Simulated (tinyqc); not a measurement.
Inside a calculation. Method: ROHF in the sto-3g basis, for NH, spin multiplicity 3. One step of it, computed by the program tinyqc.

Problem. Iteration 1: diagonalisation and new density. Diagonalise F' = X^T F X, C = X C', fill 5 alpha and 3 beta electrons from the bottom; D(s) = C_occ C_occ^T. Each column has its largest component positive (the first on a tie).

effective F (hartree), lower triangle:
```
             1N 1s      1N 2s     1N 2px    1N 2py     1N 2pz      2H 1s
1N 1s   -14.683087
1N 2s    -3.765623  -1.297743
1N 2px    0.000000   0.000000   0.209461
1N 2py    0.000000   0.000000  -0.137781  0.168383
1N 2pz    0.012960  -0.110634   0.000000  0.000000   0.111525
2H 1s    -0.140847  -0.175059   0.000000  0.000000  -0.168164  -0.165846
```

X:
```
                1          2          3         4          5         6
1N 1s   -0.651899   0.476842   0.000000  0.000000  -0.409871  0.488588
1N 2s    0.791443  -0.243112   0.000000  0.000000  -0.232347  0.582142
1N 2px   0.000000   0.000000   0.997487  0.070849   0.000000  0.000000
1N 2py   0.000000   0.000000  -0.070849  0.997487   0.000000  0.000000
1N 2pz   0.277508   0.705004   0.000000  0.000000   0.637464  0.209238
2H 1s   -0.507766  -0.605827   0.000000  0.000000   0.512452  0.394448
```

Give: F' = X^T F X; orbital energies; coefficients C; D(alpha) after iteration 1; D(beta) after iteration 1.

Solution.

F' = X^T F X (hartree), lower triangle:
```
        1       2       3      4       5       6
1  -3.160
2   2.838  -2.328
3   0.000   0.000   0.229
4   0.000   0.000  -0.133  0.149
5  -3.069   2.907   0.000  0.000  -3.235
6   4.123  -3.745   0.000  0.000   4.282  -6.295
```

orbital energies (hartree): MO1 -14.690, MO2 -0.426, MO3 -0.120, MO4 0.050, MO5 0.219, MO6 0.328

coefficients C:
```
           MO1     MO2     MO3    MO4     MO5     MO6
1N 1s    0.994  -0.222   0.144  0.000   0.019   0.000
1N 2s    0.023   0.852  -0.591  0.000  -0.053   0.000
1N 2px   0.000   0.000   0.000  0.653   0.000   0.757
1N 2py   0.000   0.000   0.000  0.757   0.000  -0.653
1N 2pz   0.000   0.253   0.242  0.000   0.950   0.000
2H 1s   -0.002   0.372   0.823  0.000  -0.476   0.000
```

D(alpha) after iteration 1, lower triangle:
```
         1N 1s   1N 2s  1N 2px  1N 2py  1N 2pz  2H 1s
1N 1s    1.059
1N 2s   -0.252   1.078
1N 2px   0.000   0.000   0.426
1N 2py   0.000   0.000   0.495   0.574
1N 2pz  -0.004   0.022   0.000   0.000   1.024
2H 1s    0.025  -0.144   0.000   0.000  -0.159  1.043
```

D(beta) after iteration 1, lower triangle:
```
         1N 1s   1N 2s  1N 2px  1N 2py  1N 2pz  2H 1s
1N 1s    1.059
1N 2s   -0.251   1.076
1N 2px   0.000   0.000   0.000
1N 2py   0.000   0.000   0.000   0.000
1N 2pz  -0.022   0.072   0.000   0.000   0.122
2H 1s    0.034  -0.169   0.000   0.000   0.293  0.816
```
